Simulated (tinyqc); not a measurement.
Worked calculation (part 1 of 2): UKS/exchange-only LDA in the sto-3g basis, for H2O+, spin multiplicity 2. Computed by tinyqc, a small Python program that keeps every step (integrals from PySCF). Settings: charge = 1, multiplicity = 2, basis = sto-3g, energy threshold = 1e-08, iteration cap = 79, orthogonalisation = canonical, start = random, DIIS depth = 0, method = UKS, functional = Slater exchange alone, grid = [15, 14]. Command: `OMP_NUM_THREADS=1 python tinyqc.py 29978 29979 out.jsonl` (the two numbers bound the seeds that draw the settings). One thread of a shared host (Intel(R) Xeon(R) Processor @ 2.60GHz), about 2 s of CPU time with the checks. Later iterations appear only in the table of the cycle.

## One-electron integrals

Geometry (angstrom):

| atom | x | y | z |
|---|---|---|---|
| O | 0.000000 | 0.000000 | 0.000000 |
| H | 0.000000 | 0.787000 | 0.477000 |
| H | 0.000000 | -0.779000 | 0.473000 |

Basis sto-3g: exponents (1/bohr^2) and contraction coefficients of normalised primitives:

| element | l (shell) | exponent | coefficient |
|---|---|---|---|
| O | s (1) | 130.709320 | 0.154329 |
| O | s (1) | 23.808861 | 0.535328 |
| O | s (1) | 6.443608 | 0.444635 |
| O | s (2) | 5.033151 | -0.099967 |
| O | s (2) | 1.169596 | 0.399513 |
| O | s (2) | 0.380389 | 0.700115 |
| O | p (3) | 5.033151 | 0.155916 |
| O | p (3) | 1.169596 | 0.607684 |
| O | p (3) | 0.380389 | 0.391957 |
| H | s (1) | 3.425251 | 0.154329 |
| H | s (1) | 0.623914 | 0.535328 |
| H | s (1) | 0.168855 | 0.444635 |

Overlap, kinetic and nuclear-attraction integrals over the contracted functions; the nuclear repulsion is the sum of Za Zb / Rab.

nuclear repulsion = 9.58328806 hartree

overlap S, lower triangle:
```
           1O 1s     1O 2s    1O 2px     1O 2py    1O 2pz     2H 1s     3H 1s
1O 1s   1.000000
1O 2s   0.236704  1.000000
1O 2px  0.000000  0.000000  1.000000
1O 2py  0.000000  0.000000  0.000000   1.000000
1O 2pz  0.000000  0.000000  0.000000   0.000000  1.000000
2H 1s   0.058906  0.499341  0.000000   0.347171  0.210420  1.000000
3H 1s   0.060156  0.505349  0.000000  -0.349491  0.212207  0.233426  1.000000
```

kinetic energy T (hartree), lower triangle:
```
            1O 1s     1O 2s    1O 2px     1O 2py    1O 2pz     2H 1s     3H 1s
1O 1s   29.003200
1O 2s   -0.168011  0.808128
1O 2px   0.000000  0.000000  2.528731
1O 2py   0.000000  0.000000  0.000000   2.528731
1O 2pz   0.000000  0.000000  0.000000   0.000000  2.528731
2H 1s    0.000383  0.147126  0.000000   0.268085  0.162486  0.760032
3H 1s    0.001171  0.151827  0.000000  -0.274171  0.166473  0.004612  0.760032
```

nuclear attraction V (hartree), lower triangle:
```
             1O 1s       1O 2s      1O 2px      1O 2py      1O 2pz      2H 1s      3H 1s
1O 1s   -61.774126
1O 2s    -7.456631  -10.187786
1O 2px    0.000000    0.000000  -10.022920
1O 2py    0.000275    0.002507    0.000000  -10.224147
1O 2pz   -0.017593   -0.203437    0.000000    0.001316  -10.096977
2H 1s    -1.912050   -4.121903    0.000000   -2.560554   -1.614517  -5.970367
3H 1s    -1.953358   -4.183790    0.000000    2.588216   -1.634403  -1.569029  -6.006529
```

core Hamiltonian H = T + V (hartree), lower triangle:
```
             1O 1s      1O 2s     1O 2px     1O 2py     1O 2pz      2H 1s      3H 1s
1O 1s   -32.770927
1O 2s    -7.624642  -9.379658
1O 2px    0.000000   0.000000  -7.494189
1O 2py    0.000275   0.002507   0.000000  -7.695416
1O 2pz   -0.017593  -0.203437   0.000000   0.001316  -7.568245
2H 1s    -1.911667  -3.974778   0.000000  -2.292469  -1.452031  -5.210335
3H 1s    -1.952187  -4.031963   0.000000   2.314046  -1.467929  -1.564417  -5.246497
```

## Two-electron integrals

Functions are numbered as in S; the eight-fold symmetry (ij|kl) = (ji|kl) = (kl|ij) leaves the list below.

Two-electron integrals (ij|kl) in chemists' order, unique and non-zero (hartree):
```
(11|11) 4.785065    (21|11) 0.741380    (21|21) 0.136873    (22|11) 1.118947
(22|21) 0.256633    (22|22) 0.817206    (31|31) 0.024477    (32|31) 0.037809
(32|32) 0.180518    (33|11) 1.115814    (33|21) 0.256684    (33|22) 0.817023
(33|33) 0.880159    (41|41) 0.024477    (42|41) 0.037809    (42|42) 0.180518
(43|43) 0.047444    (44|11) 1.115814    (44|21) 0.256684    (44|22) 0.817023
(44|33) 0.785270    (44|44) 0.880159    (51|51) 0.024477    (52|51) 0.037809
(52|52) 0.180518    (53|53) 0.047444    (54|54) 0.047444    (55|11) 1.115814
(55|21) 0.256684    (55|22) 0.817023    (55|33) 0.785270    (55|44) 0.785270
(55|55) 0.880159    (61|11) 0.187696    (61|21) 0.034332    (61|22) 0.063863
(61|33) 0.063744    (61|41) 0.001342    (61|42) 0.002501    (61|44) 0.064011
(61|51) 0.000813    (61|52) 0.001516    (61|54) 0.000162    (61|55) 0.063842
(61|61) 0.008722    (62|11) 0.429945    (62|21) 0.099727    (62|22) 0.348494
(62|33) 0.342811    (62|41) 0.006349    (62|42) 0.047295    (62|44) 0.355046
(62|51) 0.003848    (62|52) 0.028666    (62|54) 0.007415    (62|55) 0.347305
(62|61) 0.025445    (62|62) 0.179802    (63|31) 0.010753    (63|32) 0.061426
(63|43) 0.009974    (63|53) 0.006045    (63|63) 0.026480    (64|11) 0.254822
(64|21) 0.059907    (64|22) 0.223646    (64|33) 0.213365    (64|41) 0.014123
(64|42) 0.090437    (64|44) 0.241103    (64|51) 0.002042    (64|52) 0.017583
(64|54) 0.010767    (64|55) 0.216227    (64|61) 0.016001    (64|62) 0.140167
(64|64) 0.134584    (65|11) 0.154447    (65|21) 0.036310    (65|22) 0.135552
(65|33) 0.129320    (65|41) 0.002042    (65|42) 0.017583    (65|44) 0.134042
(65|51) 0.011991    (65|52) 0.072084    (65|54) 0.012836    (65|55) 0.143145
(65|61) 0.009698    (65|62) 0.084955    (65|64) 0.065522    (65|65) 0.066193
(66|11) 0.549959    (66|21) 0.129633    (66|22) 0.516733    (66|33) 0.495661
(66|41) 0.011269    (66|42) 0.113305    (66|44) 0.541444    (66|51) 0.006830
(66|52) 0.068674    (66|54) 0.027749    (66|55) 0.512480    (66|61) 0.033418
(66|62) 0.326704    (66|64) 0.291152    (66|65) 0.176467    (66|66) 0.774606
(71|11) 0.191732    (71|21) 0.035067    (71|22) 0.065220    (71|33) 0.065099
(71|41) -0.001368   (71|42) -0.002548   (71|44) 0.065370    (71|51) 0.000830
(71|52) 0.001547    (71|54) -0.000165   (71|55) 0.065199    (71|61) 0.008750
(71|62) 0.025057    (71|64) 0.014338    (71|65) 0.009555    (71|66) 0.032419
(71|71) 0.009099    (72|11) 0.436474    (72|21) 0.101229    (72|22) 0.353410
(72|33) 0.347674    (72|41) -0.006433   (72|42) -0.047799   (72|44) 0.360010
(72|51) 0.003906    (72|52) 0.029023    (72|54) -0.007490   (72|55) 0.352222
(72|61) 0.024905    (72|62) 0.146504    (72|64) 0.078713    (72|65) 0.067136
(72|66) 0.217987    (72|71) 0.026374    (72|72) 0.184474    (73|31) 0.010949
(73|32) 0.062422    (73|43) -0.010095   (73|53) 0.006129    (73|63) 0.020845
(73|73) 0.027262    (74|11) -0.257463   (74|21) -0.060525   (74|22) -0.225751
(74|33) -0.215359   (74|41) 0.014352    (74|42) 0.091640    (74|44) -0.243395
(74|51) -0.002066   (74|52) -0.017740   (74|54) 0.010894    (74|55) -0.218252
(74|61) -0.014177   (74|62) -0.078179   (74|64) -0.021625   (74|65) -0.034988
(74|66) -0.102242   (74|71) -0.016512   (74|72) -0.143148   (74|74) 0.137171
(75|11) 0.156328    (75|21) 0.036750    (75|22) 0.137073    (75|33) 0.130764
(75|41) -0.002066   (75|42) -0.017740   (75|44) 0.135528    (75|51) 0.012204
(75|52) 0.073194    (75|54) -0.012988   (75|55) 0.144779    (75|61) 0.009472
(75|62) 0.067007    (75|64) 0.035148    (75|65) 0.051076    (75|66) 0.109269
(75|71) 0.010026    (75|72) 0.086918    (75|74) -0.066736   (75|75) 0.067783
(76|11) 0.158278    (76|21) 0.036962    (76|22) 0.137750    (76|33) 0.135067
(76|41) 0.000010    (76|42) 0.000102    (76|44) 0.138264    (76|51) 0.002347
(76|52) 0.019942    (76|54) 0.000023    (76|55) 0.139777    (76|61) 0.009301
(76|62) 0.068081    (76|64) 0.045843    (76|65) 0.036160    (76|66) 0.122847
(76|71) 0.009497    (76|72) 0.068852    (76|74) -0.046033   (76|75) 0.036485
(76|76) 0.030485    (77|11) 0.554440    (77|21) 0.130670    (77|22) 0.520032
(77|33) 0.498830    (77|41) -0.011400   (77|42) -0.114044   (77|44) 0.544852
(77|51) 0.006922    (77|52) 0.069246    (77|54) -0.027944   (77|55) 0.515797
(77|61) 0.031996    (77|62) 0.216258    (77|64) 0.102177    (77|65) 0.108638
(77|66) 0.332565    (77|71) 0.034403    (77|72) 0.331733    (77|74) -0.294324
(77|75) 0.178710    (77|76) 0.122847    (77|77) 0.774606
```

## Orthogonalisation

S = U s U^T; canonical form X = U s^(-1/2), so that X^T S X = 1. Each column of U has its largest component positive (the first on a tie).

eigenvalues of S: 0.318021  0.377201  0.897285  1.000000  1.075840  1.389526  1.942127

X:
```
                1          2          3         4          5          6          7
1O 1s   -0.299907  -0.017440   0.769948  0.000000  -0.603739   0.000720   0.155907
1O 2s    1.258274   0.060696  -0.256035  0.000000  -0.255291   0.001770   0.434207
1O 2px   0.000000   0.000000   0.000000  1.000000   0.000000   0.000000   0.000000
1O 2py  -0.057248   1.008559   0.000585  0.000000  -0.001288   0.665419  -0.002417
1O 2pz   0.485453   0.023816   0.638677  0.000000   0.685263   0.001268   0.166172
2H 1s   -0.729699  -0.940666  -0.155830  0.000000   0.123240   0.374808   0.368390
3H 1s   -0.836566   0.862848  -0.154623  0.000000   0.122702  -0.369324   0.372460
```

## Starting guess

The start is random orthonormal orbitals; D(s) = C_occ C_occ^T for each spin.

D(alpha) at the start, lower triangle:
```
            1O 1s      1O 2s     1O 2px     1O 2py     1O 2pz     2H 1s     3H 1s
1O 1s    0.877260
1O 2s   -0.585710   1.619748
1O 2px  -0.146190  -0.206184   0.787656
1O 2py   0.015078  -0.083753  -0.278786   0.645221
1O 2pz  -0.372503  -0.052768  -0.263842  -0.023912   0.577930
2H 1s    0.132975  -0.660714   0.361329   0.285828  -0.220448  0.629191
3H 1s    0.261474  -0.694839  -0.058197   0.153924  -0.092835  0.394362  1.312459
```

D(beta) at the start, lower triangle:
```
            1O 1s      1O 2s     1O 2px     1O 2py     1O 2pz     2H 1s     3H 1s
1O 1s    0.877172
1O 2s   -0.578461   1.023958
1O 2px  -0.151969   0.268750   0.409063
1O 2py   0.013955   0.008520  -0.352342   0.630930
1O 2pz  -0.371504  -0.134809  -0.198443  -0.011206   0.566632
2H 1s    0.126973  -0.167495  -0.031841   0.209439  -0.152531  0.220884
3H 1s    0.262314  -0.763845  -0.003188   0.164612  -0.102337  0.451489  1.304466
```

## Iteration 1: exchange-correlation on the grid

Becke grid with 15 radial and 14 angular points per atom, points of zero weight dropped. rho = sum D_ij phi_i phi_j; V_xc,ij = sum w v_xc phi_i phi_j; v_xc is d(rho eps)/d rho(s) for spin s.

The 16 grid points with the largest w rho, of 625 (bohr, atomic units):

| x | y | z | w | rho(alpha) | rho(beta) | eps_xc | v_xc(alpha) |
|---|---|---|---|---|---|---|---|
| 0.519615 | -0.519615 | -0.519615 | 0.275067 | 0.351802 | 0.350149 | -0.656379 | -0.875857 |
| 0.759312 | -0.759312 | -0.759312 | 0.760712 | 0.117518 | 0.117187 | -0.455574 | -0.607718 |
| -0.519615 | 0.519615 | -0.519615 | 0.275097 | 0.324652 | 0.239240 | -0.613287 | -0.852720 |
| 0.519615 | 0.519615 | -0.519615 | 0.275097 | 0.280077 | 0.275778 | -0.607265 | -0.811758 |
| 0.759312 | 0.759312 | -0.759312 | 0.761163 | 0.097709 | 0.094544 | -0.426287 | -0.571450 |
| -0.759312 | 0.759312 | -0.759312 | 0.761163 | 0.107320 | 0.083302 | -0.426554 | -0.589604 |
| -0.519615 | 0.519615 | 0.519615 | 0.247529 | 0.320704 | 0.235375 | -0.610523 | -0.849250 |
| 0.000000 | 0.000000 | -0.900000 | 0.244951 | 0.290431 | 0.266983 | -0.608063 | -0.821640 |
| 0.000000 | 0.000000 | -1.315168 | 0.685202 | 0.096356 | 0.089596 | -0.421676 | -0.568800 |
| 0.900000 | 0.000000 | 0.000000 | 0.244854 | 0.256660 | 0.242853 | -0.586104 | -0.788473 |
| 0.000000 | 0.900000 | 0.000000 | 0.207160 | 0.283195 | 0.281421 | -0.610432 | -0.814759 |
| 1.315168 | 0.000000 | 0.000000 | 0.683325 | 0.087577 | 0.080900 | -0.408054 | -0.550974 |
| 0.338882 | -0.338882 | -0.338882 | 0.086992 | 0.608102 | 0.606593 | -0.788027 | -1.051137 |
| -0.900000 | 0.000000 | 0.000000 | 0.244854 | 0.340886 | 0.088614 | -0.601506 | -0.866703 |
| 0.519615 | -0.519615 | 0.519615 | 0.245790 | 0.204835 | 0.195355 | -0.544329 | -0.731367 |
| -1.315168 | 0.000000 | 0.000000 | 0.683325 | 0.110252 | 0.029510 | -0.412698 | -0.594925 |

electrons on the grid, sum of w rho = 8.985615

E_xc = sum of w rho eps_xc = -6.52073540 hartree

V_xc(alpha) (hartree), lower triangle:
```
            1O 1s      1O 2s     1O 2px     1O 2py     1O 2pz      2H 1s      3H 1s
1O 1s   -2.599364
1O 2s   -0.361827  -0.704681
1O 2px   0.012468   0.021131  -0.697354
1O 2py   0.000188   0.002003   0.019149  -0.715372
1O 2pz   0.023933   0.029704   0.019837   0.007832  -0.686380
2H 1s   -0.091427  -0.287589   0.009456  -0.189263  -0.104673  -0.443931
3H 1s   -0.093463  -0.302510   0.004850   0.206521  -0.117515  -0.109750  -0.511579
```

V_xc(beta) (hartree), lower triangle:
```
            1O 1s      1O 2s     1O 2px     1O 2py     1O 2pz      2H 1s      3H 1s
1O 1s   -2.578735
1O 2s   -0.346671  -0.629121
1O 2px  -0.001690  -0.048046  -0.596336
1O 2py  -0.005337  -0.028506   0.045790  -0.649568
1O 2pz   0.028511   0.040124   0.019069   0.004775  -0.626175
2H 1s   -0.088078  -0.261099  -0.004856  -0.179150  -0.091880  -0.384161
3H 1s   -0.089164  -0.269437  -0.021230   0.180812  -0.104783  -0.099499  -0.483982
```

## Iteration 1: building the Kohn-Sham matrix

J_ij = sum D_kl (ij|kl) with D = D(alpha) + D(beta); F = H + J + V_xc; E = tr D H + tr D J / 2 + E_xc + E_nn.

Coulomb J (hartree), lower triangle:
```
            1O 1s      1O 2s     1O 2px     1O 2py    1O 2pz     2H 1s     3H 1s
1O 1s   14.074691
1O 2s    2.677116   6.931075
1O 2px  -0.004123   0.032858   6.875240
1O 2py   0.005426  -0.025414  -0.052075   6.995942
1O 2pz  -0.052193  -0.056626  -0.040635  -0.030253  6.901608
2H 1s    0.669808   2.953108  -0.002014   1.897078  1.133375  4.505345
3H 1s    0.683538   3.066052   0.018747  -2.024175  1.204962  1.196368  4.915301
```

F(alpha) (hartree), lower triangle:
```
             1O 1s      1O 2s     1O 2px     1O 2py     1O 2pz      2H 1s      3H 1s
1O 1s   -21.295599
1O 2s    -5.309353  -3.153264
1O 2px    0.008344   0.053988  -1.316303
1O 2py    0.005889  -0.020904  -0.032926  -1.414846
1O 2pz   -0.045853  -0.230359  -0.020798  -0.021105  -1.353017
2H 1s    -1.333287  -1.309259   0.007442  -0.584654  -0.423329  -1.148921
3H 1s    -1.362112  -1.268421   0.023597   0.496392  -0.380482  -0.477799  -0.842775
```

F(beta) (hartree), lower triangle:
```
             1O 1s      1O 2s     1O 2px     1O 2py     1O 2pz      2H 1s      3H 1s
1O 1s   -21.274970
1O 2s    -5.294197  -3.077704
1O 2px   -0.005814  -0.015188  -1.215286
1O 2py    0.000364  -0.051414  -0.006285  -1.349042
1O 2pz   -0.041275  -0.219939  -0.021566  -0.024162  -1.292812
2H 1s    -1.329938  -1.282768  -0.006870  -0.574541  -0.410536  -1.089151
3H 1s    -1.357814  -1.235348  -0.002484   0.470683  -0.367750  -0.467548  -0.815178
```

total energy of this density = -59.82925862 hartree

## Iteration 1: diagonalisation and new density

Diagonalise F' = X^T F X, C = X C', fill 5 alpha and 4 beta electrons from the bottom; D(s) = C_occ C_occ^T. Each column has its largest component positive (the first on a tie).

F' = X^T F X (alpha) (hartree), lower triangle:
```
           1          2           3          4          5          6          7
1  -0.857597
2  -0.141201  -0.329144
3   1.390418   0.074302  -10.731808
4   0.032047  -0.017212   -0.025509  -1.316303
5  -1.238070  -0.059181    8.945167  -0.029218  -9.739200
6   0.096143  -0.354309    0.005414  -0.027760  -0.022960  -1.306396
7  -0.170693   0.091880   -4.262310   0.032897   4.046810  -0.092585  -3.547119
```

orbital energies (alpha) (hartree): MO1 -21.300398, MO2 -2.022382, MO3 -1.438720, MO4 -1.322755, MO5 -1.253946, MO6 -0.421526, MO7 -0.067841

coefficients C (alpha):
```
              MO1        MO2        MO3        MO4        MO5        MO6        MO7
1O 1s    0.995729  -0.248530   0.026141   0.025584   0.077901   0.086480   0.061227
1O 2s    0.020152   1.004902  -0.132263  -0.104230  -0.328660  -0.698701  -0.520973
1O 2px  -0.000458  -0.060884   0.308983   0.781167  -0.538975  -0.001487  -0.010174
1O 2py  -0.000437   0.025662   0.878721  -0.326767   0.017786  -0.502746   0.574981
1O 2pz   0.004667   0.332060   0.119382   0.511885   0.777813  -0.320337  -0.217182
2H 1s   -0.005031  -0.005180   0.133071  -0.027358   0.038215   1.286526  -0.240536
3H 1s   -0.005410  -0.059366  -0.020194   0.019672  -0.001584   0.122003   1.318789
```

F' = X^T F X (beta) (hartree), lower triangle:
```
           1          2           3          4          5          6          7
1  -0.789391
2  -0.137490  -0.272354
3   1.397773   0.082365  -10.694495
4  -0.020386  -0.003353   -0.012910  -1.215286
5  -1.241670  -0.057827    8.962503  -0.008534  -9.700203
6   0.065966  -0.342223    0.006617  -0.005898  -0.015916  -1.250346
7  -0.142549   0.064401   -4.262403  -0.014526   4.049358  -0.102733  -3.488866
```

orbital energies (beta) (hartree): MO1 -21.279356, MO2 -1.945240, MO3 -1.355165, MO4 -1.233390, MO5 -1.202256, MO6 -0.352339, MO7 -0.043194

coefficients C (beta):
```
              MO1        MO2        MO3        MO4        MO5        MO6        MO7
1O 1s    0.995922  -0.246082   0.036309   0.065209  -0.047952   0.088113   0.061857
1O 2s    0.019231   0.992600  -0.168516  -0.272586   0.208651  -0.712311  -0.516678
1O 2px   0.000305   0.028906   0.032982   0.631769   0.773782   0.013096   0.005903
1O 2py  -0.000036   0.082746   0.925721  -0.082680   0.028566  -0.483157   0.598633
1O 2pz   0.004292   0.326256   0.015246   0.723612  -0.596412  -0.331039  -0.213865
2H 1s   -0.004872   0.001968   0.133483   0.015440  -0.037996   1.281021  -0.269136
3H 1s   -0.004972  -0.046167  -0.041154   0.002865  -0.011485   0.152981   1.315693
```

D(alpha) after iteration 1, lower triangle:
```
            1O 1s      1O 2s     1O 2px     1O 2py     1O 2pz      2H 1s     3H 1s
1O 1s    1.060649
1O 2s   -0.261410   1.146608
1O 2px   0.000752  -0.006340   0.999894
1O 2py   0.009183  -0.062230   0.005102   0.879903
1O 2pz  -0.001070   0.009002  -0.002686  -0.040011   0.991557
2H 1s    0.002034  -0.032616  -0.000534   0.126421   0.029863   0.019969
3H 1s    0.009220  -0.058625   0.013599  -0.025722  -0.013312  -0.002951  0.004351
```

D(beta) after iteration 1, lower triangle:
```
            1O 1s      1O 2s     1O 2px     1O 2py     1O 2pz      2H 1s     3H 1s
1O 1s    1.057987
1O 2s   -0.249002   1.088326
1O 2px   0.035585  -0.149072   0.401056
1O 2py   0.007823  -0.051329  -0.019310   0.870642
1O 2pz  -0.028272   0.124109   0.467091  -0.018718   0.630308
2H 1s    0.000518  -0.024844   0.014213   0.122454   0.013829   0.018084
3H 1s    0.005101  -0.039767  -0.000883  -0.042154  -0.013638  -0.005516  0.003858
```
